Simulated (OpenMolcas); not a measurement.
# BP86/6-31++G(d,p) (spherical functions) run of B2PH5 (SMILES BPB)

Aim: the electrostatic solvation energy at fixed shape (PCM, water) of B2PH5 at BP86/6-31++G** (spherical functions), from 2 runs. 

Program for the calculation: OpenMolcas 26.06.

2 further runs of the same task are left out: 1 that didn't finish, 1 set aside as unsound or not needed.

## Step 1: The molecule

B2PH5 has 8 atoms, charge 0, and is taken as a singlet. SMILES: `BPB`. The coordinates come from a GFN2-xTB relaxation.

Bond lengths: B1–P2 1.795 Å, P2–B3 1.795 Å, B1–H4 1.168 Å, B1–H5 1.171 Å, P2–H6 1.376 Å, B3–H7 1.168 Å, B3–H8 1.171 Å. Angles: B1–P2–B3 128.2°, B1–P2–H6 115.8°, B3–P2–H6 115.8°, P2–B1–H4 121.0°, P2–B1–H5 118.0°, P2–B3–H7 121.0°, P2–B3–H8 118.0°, H4–B1–H5 121.0°, H7–B3–H8 121.0°.

## Step 2: Energy and one-electron properties at BP86/6-31++G(d,p) (spherical functions)

Contents of job.input:

```
* B2H5P Kohn-Sham DFT
&GATEWAY
BASLIB=$CurrDir
COORD
8
bohr
B     -2.31090828     1.42695109    -1.46111734
P     -0.10059012     0.46133884     0.92452961
B      2.43751993    -1.77322451     0.65399642
H     -3.95559362     2.82160677    -0.98932832
H     -2.04851981     0.62553714    -3.50598998
H     -0.51988255     1.41534818     3.30590578
H      3.66657891    -2.31708769     2.40594261
H      2.83139555    -2.66043203    -1.33393877
BASIS=6-31ppGss
GROUP=NoSym
&SEWARD
&SCF
KSDFT=2
1.0 GGA_X_B88
1.0 GGA_C_P86
PRORBITALS=1 1
&LOCALISATION
CHOLESKY
```

The basis set 6-31++G** is read from a file made from the Basis Set Exchange's data (not shown).

Run with:

```
$ export MOLCAS_MEM=1860
$ pymolcas job.input > job.log
```

Output:

```text
--- Start Module: gateway ---
[...]
--- Stop Module: gateway /rc=_RC_ALL_IS_WELL_ ---
[...]
      Basis functions           88
[...]
--- Start Module: scf ---
[...]
       Convergence after  12 Iterations
[...]
::    Total KS-DFT energy                            -394.0319382211
[...]
      Total spin, S                                     0.0000000000
[...]
      Total electronic charge=   30.000000
      Total            charge=   -0.000000
[...]
      Dipole Moment (debye):
      Origin of the operator (angstrom)=   -0.0159    0.0945    0.1790
                   X= -1.1697E-01               Y=  2.9757E-01               Z=  7.1202E-01           Total=  7.8052E-01
      Quadrupole Moment (debye*angstrom):
[...]
--- Stop Module: scf /rc=_RC_ALL_IS_WELL_ ---
[...]
--- Start Module: localisation ---
[...]
--- Stop Module: localisation /rc=_RC_ALL_IS_WELL_ ---
[...]
```

Run time: 11 s. Hardware: 1 thread of Intel Xeon Platinum 8375C at 2.90GHz (Ice Lake), shared host; peak memory 0.48 GiB.

Atomic charges (e):

```csv
atom,Mulliken
B1,+0.005
P2,-0.060
B3,+0.006
H4,-0.004
H5,+0.003
H6,+0.053
H7,-0.004
H8,+0.003
```

## Step 3: Energy and one-electron properties at BP86/6-31++G(d,p) (spherical functions, PCM water)

job.input, as its differences from that of step 2:

```diff
@@ -1,2 +1 @@
-* B2H5P Kohn-Sham DFT
 &GATEWAY
@@ -16,2 +15,6 @@
 GROUP=NoSym
+RF-INPUT
+PCM-Model
+Solvent=water
+End of RF-Input
 &SEWARD
```

The basis set 6-31++G** is read from a file made from the Basis Set Exchange's data (not shown).

Run with:

```
$ export MOLCAS_MEM=1860
$ pymolcas job.input > job.log
```

Output:

```text
--- Start Module: gateway ---
[...]
--- Stop Module: gateway /rc=_RC_ALL_IS_WELL_ ---
[...]
      Basis functions           88
[...]
--- Start Module: scf ---
[...]
       Convergence after  11 Iterations
[...]
::    Total KS-DFT energy                            -394.0365530462
[...]
      Total spin, S                                     0.0000000000
[...]
      Total electronic charge=   30.000000
      Total            charge=   -0.000000
[...]
      Dipole Moment (debye):
      Origin of the operator (angstrom)=   -0.0159    0.0945    0.1790
                   X= -1.2747E-01               Y=  3.0685E-01               Z=  7.6644E-01           Total=  8.3537E-01
      Quadrupole Moment (debye*angstrom):
[...]
--- Stop Module: scf /rc=_RC_ALL_IS_WELL_ ---
[...]
--- Start Module: localisation ---
[...]
--- Stop Module: localisation /rc=_RC_ALL_IS_WELL_ ---
[...]
```

Wall time 14 s (1 thread of Intel Xeon Platinum 8375C at 2.90GHz (Ice Lake), shared host); peak memory 0.48 GiB.

Atomic charges (e):

```csv
atom,Mulliken
B1,-0.036
P2,-0.101
B3,-0.036
H4,+0.023
H5,+0.026
H6,+0.076
H7,+0.024
H8,+0.025
```

## Step 4: What came out

Level: BP86/6-31++G** (spherical functions).

| quantity | value |
| --- | --- |
| gas phase: total energy | -394.03194 Eh |
| gas phase: dipole moment | 0.78 D |
| gas phase: HOMO energy | -6.82 eV |
| gas phase: LUMO energy | -3.37 eV |
| gas phase: HOMO–LUMO gap | 3.46 eV |
| PCM, water: total energy | -394.03655 Eh |
| PCM, water: dipole moment | 0.84 D |
| PCM, water: HOMO energy | -6.58 eV |
| PCM, water: LUMO energy | -3.10 eV |
| PCM, water: HOMO–LUMO gap | 3.47 eV |
| energy change from gas to solvent at fixed shape | -0.126 eV |

**Reading.** The solvent model (PCM, water) lowers the energy by 0.13 eV (−12.1 kJ/mol) at the same shape. It holds the electrostatic part alone, without cavity or dispersion terms. Mulliken charges (PCM, water) run from -0.10 on P2 to +0.08 on H6; in a basis this large or diffuse they mean little.
